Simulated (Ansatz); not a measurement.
Relative stability

Two relaxed structures of CH$_{3}$BN, doublet (PBE0-D4/def2-TZVP; forces vanish, vibrations not checked).

A:

```
6
angstrom
B 0.2181 -0.0851 0.2904
C -0.6141 0.2699 -0.8923
N 0.9133 -0.3817 1.2787
H -1.6843 0.1032 -0.9130
H -0.1860 0.7107 -1.7847
H 1.4673 -0.6179 2.0656
```

B:

```
6
angstrom
B -0.6764 0.2076 -1.0377
C 0.0127 0.0422 0.2493
N 0.5801 -0.2022 1.2721
H -1.8651 0.1155 -1.0558
H -0.0179 0.4427 -2.0036
H 0.8547 0.4189 2.0238
```

Program: Ansatz 0.2.0. Basis: def2-TZVPP. Cores are frozen in the correlated methods; orbitals are unrestricted. B3LYP uses VWN-RPA correlation.

(1) Which structure is lower at CCSD(T), and by how much? (An estimate is asked for; the value comes from the calculation.)

No T1 diagnostic of these runs exceeds 0.020. ⟨S²⟩ of the unrestricted Hartree–Fock references: 0.76 to 0.78 (a pure state has 0.75).

## Answers

(1) The calculation gives: A, by 85.8 kJ/mol (electronic energy, against the other). By their contacts, A is CH₃BN ([CH2][B][NH]) and B is CH₃BN ([BH2][C][NH]).

All methods give the same order:

```
   method  E(B) − E(A) (kJ/mol)
   PBE-D4                  67.2
r2SCAN-D4                  78.7
  PBE0-D4                  77.5
 B3LYP-D4                  77.1
  wB97M-V                  79.2
       HF                 103.0
      MP2                  89.4
     CCSD                  89.6
  CCSD(T)                  85.8
```

Labels in which every atom is bracketed show which atoms are joined, not bond orders.

For scale, one of the runs: CCSD(T)/def2-TZVPP, 135 basis functions, launched by `ansatz run in.yaml --threads 2 --pin off --events-out ev --progress --plain --max-ram 4352MiB`. Time: 18 s of wall clock on 2 CPU threads of an Intel Xeon Platinum 8375C; the host was shared. Peak host memory: 1.7 GiB.
